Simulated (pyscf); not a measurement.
Thermochemistry of product channels of O=Mo(=O)=O (SMILES [O]=[Mo](=[O])=[O]) + H₂S (SMILES S) on the singlet surface, in eV, from ωB97M-D3(BJ)/def2-TZVP energies (ideal gas, 1 atm, RRHO with modes under 100 cm⁻¹ raised to 100, one conformer, R ln 2 for chiral ones without a mode under 150 cm⁻¹). Single points on ωB97X-D3(BJ)/def2-SVP structures (PySCF, gas phase).

| products | ΔE | ΔH(298 K) | ΔG(900 K) | ΔG(1200 K) |
|---|---|---|---|---|
| O=Mo(=O)(OH)–SH (SMILES [O]=[Mo](=[O])([OH])[SH]) | -3.10 | -2.99 | -1.80 | -1.45 |
| O=MoH(=O)–O–SH (SMILES [O]=[MoH](=[O])[O]S) | -0.82 | -0.77 | +0.45 | +0.82 |

The channel to O=MoH(=O)–O–SH turns unfavourable between 298 and 1200 K (ΔG from -0.35 eV to +0.82 eV).

These are energies of the channels, which say nothing of barriers. Elements past Kr carry the def2 core potentials, without spin-orbit coupling.
